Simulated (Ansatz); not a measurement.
`CC/C=C(\F)Cl` and `O/C=C(/F)Cl` differ in one atom or group (the configuration at the double bond changes too).

Ansatz, PBE0-D4/def2-TZVP geometries, multiplicity 1. Each molecule was computed in one conformer, which needn't be the lowest.

| property | `CC/C=C(\F)Cl` |
| --- | --- |
| size of the dipole moment (ωB97M-V/def2-TZVPP) / D | 1.69 |
| HOMO–LUMO gap (ωB97M-V/def2-TZVPP) / eV | 11.61 |
| HOMO–LUMO gap (PBE0/def2-TZVPP) / eV | 7.37 |
| LUMO energy (PBE/def2-TZVPP) / eV | -0.77 |
| HOMO energy (PBE/def2-TZVPP) / eV | -5.95 |
| HOMO–LUMO gap (PBE/def2-TZVPP) / eV | 5.18 |

(1) What does the change do to each property? (Estimate.)

Answers

(1) The calculation gave: 
| property | `O/C=C(/F)Cl` | shift |
| --- | --- | --- |
| size of the dipole moment (ωB97M-V/def2-TZVPP) / D | 0.75 | -0.94 |
| HOMO–LUMO gap (ωB97M-V/def2-TZVPP) / eV | 11.68 | 0.07 |
| HOMO–LUMO gap (PBE0/def2-TZVPP) / eV | 7.28 | -0.09 |
| LUMO energy (PBE/def2-TZVPP) / eV | -0.47 | 0.30 |
| HOMO energy (PBE/def2-TZVPP) / eV | -5.47 | 0.48 |
| HOMO–LUMO gap (PBE/def2-TZVPP) / eV | 5.00 | -0.18 |

With PBE0 the HOMO rises by 0.39 eV and the LUMO rises by 0.30 eV, so the gap narrows by about 0.09 eV. PBE moves the HOMO by 0.48 eV and ωB97M-V by 0.36 eV. Dipoles are sizes alone; their direction can turn.
